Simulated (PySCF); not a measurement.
## Relaxation of doublet AlF₂

All numbers come from PySCF, UPBE0, basis Al def2-TZVP, F def2-TZVP (no relativity, density fitting). A (50,194) grid was used.

A hand-made linear start, of D∞h symmetry, held to at least that symmetry:

```xyz
3
charge 0 multiplicity 2, angstrom
Al    0.0000    0.0000    0.0000
F     0.0000    0.0000    1.9000
F     0.0000    0.0000   -1.9000
```

(1) What does it relax to?

(2) How much energy is released, and in how many steps?

## Answers

(1) It ends at D∞h with Al–F 1.656 Å (×2); F–Al–F 180.0° (after a last refinement on a finer grid). A frequency run shows 2 imaginary modes (one degenerate set), down to 301i cm⁻¹, so it is a higher-order saddle point. Other isomers or separated fragments may lie lower.

(2) 97.5 kJ/mol in 5 steps.

The relaxation took 7.5 s on 2 threads of a shared Intel Xeon 6975P-C (Granite Rapids) host, with 99 basis functions and 6 gradients; the process peaked at 0.51 GiB.
